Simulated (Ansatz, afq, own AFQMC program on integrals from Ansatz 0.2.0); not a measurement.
Integrals from Ansatz 0.2.0, then the random walk in our own AFQMC program (afq).

```yaml
crystal:
  periodic: [false, false, false]
  atoms:
    - {symbol: Ge, position_ang: [0.000000, -0.036521, -0.006326]}
    - {symbol: H, position_ang: [0.000000, 1.084329, -1.139814]}
    - {symbol: H, position_ang: [0.000000, 1.547626, 1.595700]}
basis:
  gaussian: {orbitals: cc-pVDZ}
magnetization: {spin_polarized: false}
correlation: {method: ccsd_t, electrons: outside_noble_gas, hamiltonian_folder: ham}
```

```sh
$ ansatz run in.yaml --threads 1 --pin off --events-out ev --progress --plain --max-ram 24576MiB --backend cuda --devices 0, --max-vram 18GiB
```

Options of the walk:

```
--method phaseless --trial cisd --walkers 4000 --populations 20 --least-time 60 --time-step 0.005 --steps-per-block 50 --equilibration-blocks 40 --max-blocks 4000 --target-error 0.00029 --factor-cut 1e-05 --seed 7763 --release-times 0.24,0.51,0.99,1.62,2.4 --release-step 0.03 --release-every 3 --taylor-order 6
```

Times are imaginary, in 1/Eh. The walk had a cap of 122 s. With eight or more populations the least sampling time is a fifth of least-time, and the error comes from their spread. Filled inner d shells are frozen with the cores.

afq prints:

```
orbitals 23  electrons 3 3  factors 162 of 414
reference energy -2076.38852712 Eh
CCSD correlation -0.11847585 Eh in 12 cycles, weight of the determinant in the CISD state 0.8832
energy of the start -2076.506999 Eh
 block  time / (1/Eh)  mean weight  energy / Eh
     1     0.250  0.9999  -2076.506149
     2     0.500  1.0000  -2076.506266
     3     0.750  1.0000  -2076.506673
     4     1.000  0.9998  -2076.507209
     5     1.250  0.9999  -2076.507682
    10     2.500  1.0002  -2076.509327
    19     4.750  1.0000  -2076.509909
    29     7.250  1.0000  -2076.510510
    39     9.750  0.9999  -2076.510380
    49    12.250  1.0000  -2076.510583
    57    14.250  0.9998  -2076.508626
    59    14.750  1.0000  -2076.510015
    69    17.250  1.0000  -2076.510726
    71    17.750  0.9999  -2076.510845
    79    19.750  1.0000  -2076.510062
    89    22.250  1.0001  -2076.510383
error from the spread of 20 populations
released: time / (1/Eh)  energy / Eh  error  mean overlap
  0.24  -2076.510478  0.000088  0.9986
  0.51  -2076.510581  0.000069  0.9954
  0.99  -2076.510606  0.000074  0.9975
  1.62  -2076.510664  0.000063  0.9993
  2.40  -2076.510694  0.000062  1.0031
energy -2076.510328 +/- 0.000098 Eh
(rows thinned)
```

The run passed its tests (sampling time, drift between the halves within three errors, error under three times the target), which doesn't prove that it has relaxed.

Against this walk (error 2.7 meV) on the same determinant: CCSD(T) 9.4 meV higher, CCSDT(Q) 14.2 meV lower, CCSDTQ 14.7 meV lower, full CI 14.7 meV lower. The error is statistical and leaves out the bias of the constraint. Released to 2.40 1/Eh the energy lies 10 ± 3 meV (both errors) below the phaseless value, which shows part or all of the bias of the constraint, and full CI lies 4.7 meV below the released value. Full CI is exact here, so the walk's 15 meV above it is the walk's own error: the bias of the constraint with this trial.

Cautions: constraint bias not in the error; no relativity below Rb; no spin-orbit coupling; inner d shell frozen; higher spins were not checked; restricted determinant unstable towards unrestricted (UHF 58 meV lower, ⟨S²⟩ 0.30); strong correlation (T1 0.024, weight of the determinant 0.88, largest double 0.18).

The walk took 13 s on 1 × NVIDIA H100 80GB HBM3 with 2 threads of AMD EPYC 7R13 Processor (Zen 3), with other jobs on the host (the card was shared). The log's last line is the phaseless energy.

CCSDT and higher add their correlation energy to the determinant of the CCSD(T) run, since their own runs factorise the integrals more tightly (a shift of under 2 meV). A walk keeps the symmetry of its determinant, which the program's search chose and which needn't be the lowest solution, so a lower state of the same spin and another symmetry isn't excluded.
